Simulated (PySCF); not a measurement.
Geometry:
```json
{"atom": "N1", "x (Å)": "-0.979", "y (Å)": "0.128", "z (Å)": "-0.029"}
{"atom": "Al2", "x (Å)": "1.074", "y (Å)": "0.109", "z (Å)": "0.120"}
{"atom": "F3", "x (Å)": "1.237", "y (Å)": "1.756", "z (Å)": "0.464"}
{"atom": "H4", "x (Å)": "-1.400", "y (Å)": "0.448", "z (Å)": "0.844"}
{"atom": "H5", "x (Å)": "-1.275", "y (Å)": "0.773", "z (Å)": "-0.764"}
{"atom": "H6", "x (Å)": "-1.375", "y (Å)": "-0.788", "z (Å)": "-0.246"}
{"atom": "H7", "x (Å)": "1.474", "y (Å)": "-0.328", "z (Å)": "-1.365"}
{"atom": "H8", "x (Å)": "1.276", "y (Å)": "-0.877", "z (Å)": "1.362"}
```

Geometry: PBE0-D3(BJ)/def2-SVP; GIAO shifts from PySCF 2.14.0 with density-fitted response routines, gas phase, non-relativistic, averaged over equivalent atoms.

At PBE0/def2-SVP (71 basis functions, 6.3 s wall time on 1 thread of an Arm Neoverse N1, shared host):
| atoms | δ (ppm) |
| --- | --- |
| N1 | 30.5 |
| Al2 | 36.1 |
| F3 | -153.7 |
| H7/H8 | 4.11 |
| H4/H5/H6 | 1.67 |

Referencing at the same level of theory: ¹⁵N (σ = 269.84 ppm) against NH3; ²⁷Al (σ = 516.15 ppm) against AlH4-; CFCl3 for ¹⁹F (σ = 214.64 ppm); ¹H (σ = 31.34 ppm) against TMS.

What do these become at BHandHLYP/pcSseg-2?

Answers


```json
{"atoms": "N1", "δ at BHandHLYP/pcSseg-2": "29.0", "change": "-1.5"}
{"atoms": "Al2", "δ at BHandHLYP/pcSseg-2": "34.4", "change": "-1.7"}
{"atoms": "F3", "δ at BHandHLYP/pcSseg-2": "-181.0", "change": "-27.3"}
{"atoms": "H7/H8", "δ at BHandHLYP/pcSseg-2": "3.94", "change": "-0.17"}
{"atoms": "H4/H5/H6", "δ at BHandHLYP/pcSseg-2": "2.07", "change": "+0.40"}
```

Chemical shifts δ = σref − σ; NH3 for ¹⁵N (σ = 259.78 ppm); ²⁷Al (σ = 488.16 ppm) against AlH4-; CFCl3 for ¹⁹F (σ = 202.02 ppm); ¹H (σ = 31.45 ppm) against TMS, all at this level.

The largest change is at F3 (fluorine bonded to Al). Cost: 185 basis functions, 16 s wall time on 1 thread of an Arm Neoverse N1, shared host.

Unscaled 19F shifts against computed CFCl3 carry errors that often reach 10 to 50 ppm. Experimental scales use liquid or dissolved standards, which lie at an offset from isolated NH3 (liquid NH3: subtract about 20 ppm).
